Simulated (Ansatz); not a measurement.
Process, species as SMILES: N#P (N-P) + 3 [H][H] (H2) → N (NH3) + P (PH3)
B3LYP-D3(BJ)/def2-TZVP geometries, fixed; electronic energies without zero-point terms.
Largest species:
```
N
H 1 1.0136
H 1 1.0136 2 107.33
H 1 1.0136 2 107.33 3 -115.09
```

The energy of full hydrogenation at CCSD(T) with Ansatz (a quantum-chemistry and plane-wave program), in kcal/mol, split into its Hartree-Fock and correlation parts. Cores are frozen. A restricted Hartree-Fock determinant is unstable towards unrestricted orbitals. No added dispersion term, no relativity. Functions are those of the species that has most.

```json
[
 {"basis": "cc-pV(D+d)Z", "X": "2", "functions": "38", "Hartree-Fock": "-83.64", "CCSD(T)": "-59.92"},
 {"basis": "cc-pV(T+d)Z", "X": "3", "functions": "81", "Hartree-Fock": "-80.90", "CCSD(T)": "-63.75"},
 {"basis": "cc-pV(Q+d)Z", "X": "4", "functions": "154", "Hartree-Fock": "-80.95", "CCSD(T)": "-65.42"}
]
```

Worked estimate of the basis-set limit from each neighbouring pair, with Hartree-Fock from the larger set and the correlation part extrapolated as X^-3.
Correlation parts: X = 2: 23.72, X = 3: 17.15, X = 4: 15.53.
- (2,3): (27·(17.15) - 8·(23.72))/19 = 14.38; with Hartree-Fock -80.90 the estimate is -66.52 kcal/mol.
- (3,4): (64·(15.53) - 27·(17.15))/37 = 14.35; with Hartree-Fock -80.95 the estimate is -66.60 kcal/mol.
The last two estimates differ by 0.09 kcal/mol; the largest set lies 1.18 from the last. Over the last step Hartree-Fock moves by -0.05 and the correlation part by -1.62.
